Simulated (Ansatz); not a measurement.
Ansatz (a program for electronic structure) input (HF/6-31G*):

Ansatz 0.2 input:
```yaml
crystal:
  periodic: [false, false, false]
  atoms:
    - {symbol: C, position_ang: [-0.07585474, 1.15433471, 0.00217945]}
    - {symbol: S, position_ang: [-0.03599528, -0.65913576, -0.00105963]}
    - {symbol: H, position_ang: [1.28172303, -0.84639113, -0.00445592]}
    - {symbol: H, position_ang: [-1.11345137, 1.45110488, 0.00511282]}
    - {symbol: H, position_ang: [0.43346348, 1.50618219, 0.89090880]}
    - {symbol: H, position_ang: [0.42931780, 1.50926786, -0.88768836]}
basis:
  gaussian:
    orbitals: 6-31G*
hamiltonian:
  xc: {name: HF}
total_charge: 1
magnetization: {spin_polarized: true, initial_magnetization: 1}
phonons: {temperatures: {t_min: 298.15, t_max: 298.15, t_step: 100}}
```

Output:

```
Functional definition: HF
integrals: 0.00 GiB planned
476 factors; integrals over basis functions are off by at most 6.6e-4 eV
mean field: 0.09 GiB planned
mean field evaluation 1: about -11900.0945 eV, gradient 1.8e1 eV
mean field evaluation 2: about -11900.1461 eV, gradient 1.8e1 eV
mean field evaluation 4: about -11902.0150 eV, gradient 2.0e0 eV
mean field evaluation 8: about -11902.0733 eV, gradient 2.0e-1 eV
mean field -11902.07416328 eV, -437.3931579848 hartree, gradient 2.1e-5 eV, S^2 0.762317; 0 other end points of the search recorded, 0 dependent functions left out
the calculation of the forces begins
reference -11902.07416328 eV, -437.3931579848 hartree; 13, 12 occupied and 29, 30 virtual orbitals, 476 factors
these checks for a lower state are left out or cut short: stability, starts, cluster_reference, orbital_swaps, neighbouring_geometries, increment
integrals: 0.00 GiB planned
476 factors; integrals over basis functions are off by at most 6.6e-4 eV
mean field: 0.09 GiB planned
mean field evaluation 16: about -11902.0150 eV, gradient 2.5e-1 eV
mean field -11902.07395930 eV, -437.3931504888 hartree, gradient 1.6e-6 eV, S^2 0.762317; 0 other end points of the search recorded, 0 dependent functions left out
the calculation of the forces begins
reference -11902.07395930 eV, -437.3931504888 hartree; 13, 12 occupied and 29, 30 virtual orbitals, 476 factors
these checks for a lower state are left out or cut short: stability, starts, cluster_reference, orbital_swaps, neighbouring_geometries, increment
integrals: 0.00 GiB planned
476 factors; integrals over basis functions are off by at most 6.6e-4 eV
mean field: 0.09 GiB planned
mean field -11902.07395866 eV, -437.3931504653 hartree, gradient 1.6e-6 eV, S^2 0.762318; 0 other end points of the search recorded, 0 dependent functions left out
the calculation of the forces begins
reference -11902.07395866 eV, -437.3931504653 hartree; 13, 12 occupied and 29, 30 virtual orbitals, 476 factors
these checks for a lower state are left out or cut short: stability, starts, cluster_reference, orbital_swaps, neighbouring_geometries, increment
integrals: 0.00 GiB planned
476 factors; integrals over basis functions are off by at most 6.6e-4 eV
mean field: 0.09 GiB planned
mean field evaluation 32: about -11902.0740 eV, gradient 8.5e-5 eV
mean field -11902.07401996 eV, -437.3931527180 hartree, gradient 2.5e-6 eV, S^2 0.762325; 0 other end points of the search recorded, 0 dependent functions left out
the calculation of the forces begins
reference -11902.07401996 eV, -437.3931527180 hartree; 13, 12 occupied and 29, 30 virtual orbitals, 476 factors
these checks for a lower state are left out or cut short: stability, starts, cluster_reference, orbital_swaps, neighbouring_geometries, increment
integrals: 0.00 GiB planned
476 factors; integrals over basis functions are off by at most 6.6e-4 eV
mean field: 0.09 GiB planned
mean field -11902.07401892 eV, -437.3931526797 hartree, gradient 2.4e-6 eV, S^2 0.762311; 0 other end points of the search recorded, 0 dependent functions left out
the calculation of the forces begins
reference -11902.07401892 eV, -437.3931526797 hartree; 13, 12 occupied and 29, 30 virtual orbitals, 476 factors
these checks for a lower state are left out or cut short: stability, starts, cluster_reference, orbital_swaps, neighbouring_geometries, increment
integrals: 0.00 GiB planned
476 factors; integrals over basis functions are off by at most 6.6e-4 eV
mean field: 0.09 GiB planned
mean field -11902.07405428 eV, -437.3931539793 hartree, gradient 1.3e-6 eV, S^2 0.762308; 0 other end points of the search recorded, 0 dependent functions left out
the calculation of the forces begins
reference -11902.07405428 eV, -437.3931539793 hartree; 13, 12 occupied and 29, 30 virtual orbitals, 476 factors
these checks for a lower state are left out or cut short: stability, starts, cluster_reference, orbital_swaps, neighbouring_geometries, increment
integrals: 0.00 GiB planned
476 factors; integrals over basis functions are off by at most 6.7e-4 eV
mean field: 0.09 GiB planned
mean field -11902.07404835 eV, -437.3931537613 hartree, gradient 1.3e-6 eV, S^2 0.762327; 0 other end points of the search recorded, 0 dependent functions left out
the calculation of the forces begins
reference -11902.07404835 eV, -437.3931537613 hartree; 13, 12 occupied and 29, 30 virtual orbitals, 476 factors
these checks for a lower state are left out or cut short: stability, starts, cluster_reference, orbital_swaps, neighbouring_geometries, increment
integrals: 0.00 GiB planned
476 factors; integrals over basis functions are off by at most 6.6e-4 eV
mean field: 0.09 GiB planned
mean field -11902.07412899 eV, -437.3931567250 hartree, gradient 1.8e-6 eV, S^2 0.762307; 0 other end points of the search recorded, 0 dependent functions left out
[...]
476 factors; integrals over basis functions are off by at most 6.6e-4 eV
mean field: 0.09 GiB planned
mean field -11902.07407230 eV, -437.3931546413 hartree, gradient 2.8e-6 eV, S^2 0.762311; 0 other end points of the search recorded, 0 dependent functions left out
the calculation of the forces begins
reference -11902.07407230 eV, -437.3931546413 hartree; 13, 12 occupied and 29, 30 virtual orbitals, 476 factors
these checks for a lower state are left out or cut short: stability, starts, cluster_reference, orbital_swaps, neighbouring_geometries, increment
integrals: 0.00 GiB planned
476 factors; integrals over basis functions are off by at most 6.6e-4 eV
mean field: 0.09 GiB planned
mean field -11902.07415686 eV, -437.3931577488 hartree, gradient 1.9e-6 eV, S^2 0.762319; 0 other end points of the search recorded, 0 dependent functions left out
the calculation of the forces begins
reference -11902.07415686 eV, -437.3931577488 hartree; 13, 12 occupied and 29, 30 virtual orbitals, 476 factors
these checks for a lower state are left out or cut short: stability, starts, cluster_reference, orbital_swaps, neighbouring_geometries, increment
integrals: 0.00 GiB planned
476 factors; integrals over basis functions are off by at most 6.6e-4 eV
mean field: 0.09 GiB planned
mean field -11902.07415721 eV, -437.3931577617 hartree, gradient 2.3e-6 eV, S^2 0.762316; 0 other end points of the search recorded, 0 dependent functions left out
the calculation of the forces begins
reference -11902.07415721 eV, -437.3931577617 hartree; 13, 12 occupied and 29, 30 virtual orbitals, 476 factors
these checks for a lower state are left out or cut short: stability, starts, cluster_reference, orbital_swaps, neighbouring_geometries, increment
integrals: 0.00 GiB planned
476 factors; integrals over basis functions are off by at most 6.6e-4 eV
mean field: 0.09 GiB planned
mean field evaluation 96: about -11902.0741 eV, gradient 3.2e-5 eV
mean field -11902.07405024 eV, -437.3931538309 hartree, gradient 3.0e-6 eV, S^2 0.762317; 0 other end points of the search recorded, 0 dependent functions left out
the calculation of the forces begins
reference -11902.07405024 eV, -437.3931538309 hartree; 13, 12 occupied and 29, 30 virtual orbitals, 476 factors
these checks for a lower state are left out or cut short: stability, starts, cluster_reference, orbital_swaps, neighbouring_geometries, increment
integrals: 0.00 GiB planned
476 factors; integrals over basis functions are off by at most 6.6e-4 eV
mean field: 0.09 GiB planned
mean field -11902.07405068 eV, -437.3931538469 hartree, gradient 2.0e-6 eV, S^2 0.762318; 0 other end points of the search recorded, 0 dependent functions left out
the calculation of the forces begins
reference -11902.07405068 eV, -437.3931538469 hartree; 13, 12 occupied and 29, 30 virtual orbitals, 476 factors
these checks for a lower state are left out or cut short: stability, starts, cluster_reference, orbital_swaps, neighbouring_geometries, increment
integrals: 0.00 GiB planned
476 factors; integrals over basis functions are off by at most 6.6e-4 eV
mean field: 0.09 GiB planned
mean field -11902.07414205 eV, -437.3931572047 hartree, gradient 1.3e-6 eV, S^2 0.762317; 0 other end points of the search recorded, 0 dependent functions left out
the calculation of the forces begins
reference -11902.07414205 eV, -437.3931572047 hartree; 13, 12 occupied and 29, 30 virtual orbitals, 476 factors
these checks for a lower state are left out or cut short: stability, starts, cluster_reference, orbital_swaps, neighbouring_geometries, increment
integrals: 0.00 GiB planned
476 factors; integrals over basis functions are off by at most 6.6e-4 eV
mean field: 0.09 GiB planned
mean field -11902.07414239 eV, -437.3931572173 hartree, gradient 1.3e-6 eV, S^2 0.762318; 0 other end points of the search recorded, 0 dependent functions left out
the calculation of the forces begins
reference -11902.07414239 eV, -437.3931572173 hartree; 13, 12 occupied and 29, 30 virtual orbitals, 476 factors
these checks for a lower state are left out or cut short: stability, starts, cluster_reference, orbital_swaps, neighbouring_geometries, increment
integrals: 0.00 GiB planned
476 factors; integrals over basis functions are off by at most 6.6e-4 eV
mean field: 0.09 GiB planned
mean field -11902.07412470 eV, -437.3931565671 hartree, gradient 2.3e-6 eV, S^2 0.762319; 0 other end points of the search recorded, 0 dependent functions left out
the calculation of the forces begins
reference -11902.07412470 eV, -437.3931565671 hartree; 13, 12 occupied and 29, 30 virtual orbitals, 476 factors
these checks for a lower state are left out or cut short: stability, starts, cluster_reference, orbital_swaps, neighbouring_geometries, increment
integrals: 0.00 GiB planned
476 factors; integrals over basis functions are off by at most 6.6e-4 eV
mean field: 0.09 GiB planned
mean field evaluation 128: about -11902.0741 eV, gradient 1.3e-5 eV
mean field -11902.07412570 eV, -437.3931566039 hartree, gradient 2.4e-6 eV, S^2 0.762315; 0 other end points of the search recorded, 0 dependent functions left out
the calculation of the forces begins
reference -11902.07412570 eV, -437.3931566039 hartree; 13, 12 occupied and 29, 30 virtual orbitals, 476 factors
these checks for a lower state are left out or cut short: stability, starts, cluster_reference, orbital_swaps, neighbouring_geometries, increment
integrals: 0.00 GiB planned
476 factors; integrals over basis functions are off by at most 6.6e-4 eV
mean field: 0.09 GiB planned
mean field -11902.07413458 eV, -437.3931569304 hartree, gradient 2.8e-6 eV, S^2 0.762319; 0 other end points of the search recorded, 0 dependent functions left out
the calculation of the forces begins
reference -11902.07413458 eV, -437.3931569304 hartree; 13, 12 occupied and 29, 30 virtual orbitals, 476 factors
these checks for a lower state are left out or cut short: stability, starts, cluster_reference, orbital_swaps, neighbouring_geometries, increment
integrals: 0.00 GiB planned
476 factors; integrals over basis functions are off by at most 6.6e-4 eV
mean field: 0.09 GiB planned
mean field -11902.07413763 eV, -437.3931570423 hartree, gradient 3.0e-6 eV, S^2 0.762316; 0 other end points of the search recorded, 0 dependent functions left out
the calculation of the forces begins
reference -11902.07413763 eV, -437.3931570423 hartree; 13, 12 occupied and 29, 30 virtual orbitals, 476 factors
these checks for a lower state are left out or cut short: stability, starts, cluster_reference, orbital_swaps, neighbouring_geometries, increment
integrals: 0.00 GiB planned
476 factors; integrals over basis functions are off by at most 6.6e-4 eV
mean field: 0.09 GiB planned
mean field -11902.07407959 eV, -437.3931549095 hartree, gradient 1.4e-6 eV, S^2 0.762319; 0 other end points of the search recorded, 0 dependent functions left out
the calculation of the forces begins
reference -11902.07407959 eV, -437.3931549095 hartree; 13, 12 occupied and 29, 30 virtual orbitals, 476 factors
these checks for a lower state are left out or cut short: stability, starts, cluster_reference, orbital_swaps, neighbouring_geometries, increment
integrals: 0.00 GiB planned
476 factors; integrals over basis functions are off by at most 6.6e-4 eV
mean field: 0.09 GiB planned
mean field -11902.07407978 eV, -437.3931549163 hartree, gradient 1.5e-6 eV, S^2 0.762316; 0 other end points of the search recorded, 0 dependent functions left out
the calculation of the forces begins
reference -11902.07407978 eV, -437.3931549163 hartree; 13, 12 occupied and 29, 30 virtual orbitals, 476 factors
Total energy: -11902.07416328 eV, -437.3931579848 hartree
Atom 0 at    -0.075855     1.154335     0.002179 Å, force    -0.000102     0.000430     0.000001 eV/Å
Atom 1 at    -0.035995    -0.659136    -0.001060 Å, force     0.001339     0.000955    -0.000001 eV/Å
Atom 2 at     1.281723    -0.846391    -0.004456 Å, force    -0.000954    -0.000105     0.000002 eV/Å
Atom 3 at    -1.113451     1.451105     0.005113 Å, force     0.000110    -0.000083    -0.000000 eV/Å
Atom 4 at     0.433463     1.506182     0.890909 Å, force    -0.000197    -0.000598    -0.000141 eV/Å
Atom 5 at     0.429318     1.509268    -0.887688 Å, force    -0.000197    -0.000599     0.000140 eV/Å
Dipole moment:     0.251821     0.030893    -0.000533 e Å
Vibrations: 222.08 685.10 862.11 998.69 1216.18 1508.17 1571.40 1573.78 2901.27 3226.88 3327.85 3372.44 cm⁻¹, zero-point energy 1.330721 eV
```

The blocks after the first are displaced geometries, from whose forces the wavenumbers follow.

The dipole moment of an ion depends on the origin.
